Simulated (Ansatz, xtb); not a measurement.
C2H3S−: which of two isomers lies lower

We compare X, `C[C-]=S`, a singlet, with Y, `C=C[S-]`, a singlet. Both are isolated ions in the gas phase, relaxed with PBE0-D3(BJ)/def2-SVPD.

Problem. Estimate E(Y) − E(X) at the level CCSD(T)/def2-SVPD + ΔMP2/def2-TZVPPD.

Solution. Calculated at CCSD(T)/def2-SVPD + ΔMP2/def2-TZVPPD: E(Y) − E(X) = −161.3 kJ/mol, so structure Y lies lower.

How the difference moves with the method:

| level | geometry | E(Y) − E(X) (kJ/mol) | departure from the last row (kJ/mol) | job, with rough time for the two |
| --- | --- | --- | --- | --- |
| GFN2-xTB | GFN2-xTB | −169.9 | −8.6 | optimisation, 0.32 s |
| HF/STO-3G | GFN2-xTB | −162.9 | −1.6 | single point, 0.58 s |
| r2SCAN-D4/def2-SVPD | GFN2-xTB | −175.9 | −14.5 | single point, 6.3 s |
| PBE0-D3(BJ)/def2-SVPD | PBE0-D3(BJ)/def2-SVPD | −179.2 | −17.9 | optimisation, 40 s |
| HF/def2-SVPD | PBE0-D3(BJ)/def2-SVPD | −170.2 | −8.9 | part of the CCSD(T) run |
| MP2/def2-SVPD | PBE0-D3(BJ)/def2-SVPD | −184.4 | −23.0 | part of the CCSD(T) run |
| CCSD(T)/def2-SVPD | PBE0-D3(BJ)/def2-SVPD | −169.4 | −8.1 | single point |
| CCSD(T)/def2-SVPD + ΔMP2/def2-TZVPPD | PBE0-D3(BJ)/def2-SVPD | −161.3 |  | single point, 40 s |

As drawn, Y has 1 C=C, 1 C–S in place of 1 C–C, 1 C=S.

The levels shown agree on the order. The largest departure from CCSD(T)/def2-SVPD + ΔMP2/def2-TZVPPD is that of MP2/def2-SVPD, 23.0 kJ/mol. The last row adds to CCSD(T) the change of the MP2 difference between the two basis sets, here +8.1 kJ/mol.

With harmonic frequencies from PBE0-D3(BJ)/def2-SVPD (ideal gas, rigid rotor, one conformer each, 298.15 K, 1 atm): the zero-point term adds +4.1 kJ/mol; ΔH is −158.5 and ΔG −155.3 kJ/mol.

The T1 diagnostic of structure X is large, so the coupled-cluster value is less sure. The correlated steps freeze 7 core orbitals. Run with Ansatz 0.2.0, xtb 6.7.1; the last row on 1 thread of Intel(R) Xeon(R) Processor @ 2.50GHz (Skylake/Cascade Lake) on a shared host.
